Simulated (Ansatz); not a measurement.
The cluster Li2Si⁺. Charge 1, multiplicity 2. Geometry r2SCAN-D4/def2-TZVP, that of the neutral singlet; atoms count from 1.

```tsv
atom	x (Å)	y (Å)	z (Å)
Li1	0.511	-1.462	0.992
Li2	-1.410	0.662	-0.978
Si3	0.900	0.800	-0.014
```

The charge 1 doublet is spin-contaminated (final ⟨S²⟩ up to 1.57, 0.75 for a pure state). The structure comes from a short search, and lower isomers may exist.

Q: Estimate the Mulliken populations from the PBE0/def2-TZVP orbitals of Ansatz.

A: 
```tsv
atom	charge (e)	spin (α − β)
Li1	0.75	0.05
Li2	0.75	0.05
Si3	-0.50	0.89
```
Mulliken values and Mayer orders depend strongly on the basis.

Q: Where does the spin sit?

A: Summed by element: Li 0.11, Si 0.89, of 1 unpaired in all. Largest on single atoms: Si3 0.89, Li1 0.05, Li2 0.05.

Q: And the Mayer bond orders between bonded heavy atoms (over 0.3)?

A: Li1–Si3 0.42 (2.51 Å); Li2–Si3 0.42 (2.51 Å).
